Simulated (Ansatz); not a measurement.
We consider 1T (CdI2-type) SnSe2, described by rVV10 (plane waves, PAW; Ansatz, a quantum-chemistry and plane-wave program).

Numerical settings: plane-wave cutoff 500 eV, 12×12×8 k mesh (along the axes of the cell as run), Fermi–Dirac smearing 0.05 eV, scalar-relativistic PAW data made under PBE.

Cell (relaxed at this level):

Space group P-3m1 (No. 164); a = 3.935 Å, b = 3.935 Å, c = 6.042 Å, α = 90.00°, β = 90.00°, γ = 120.00°

| atom | site | symmetry | x | y | z |
|---|---|---|---|---|---|
| Sn | 1a | -3m. | 0.0000 | 0.0000 | 0.0000 |
| Se | 2d | 3m. | 0.3333 | 0.6667 | 0.2666 |

Question: Predict the band gap.

Answer: 
- band gap: 0.17 eV (on the SCF k mesh)

Measured, for comparison: band gap 0.98 eV (temperature not stated, not corrected to a static lattice, indirect, our sources range from 0.98 to 1.06; as tabulated in Gonzalez and Oleynik (2016), arXiv:1609.04381).

Spin–orbit coupling is not included.

The computed numbers hold no vibrational or temperature effects.

It cost very roughly 2.0 core-minutes of CPU time.
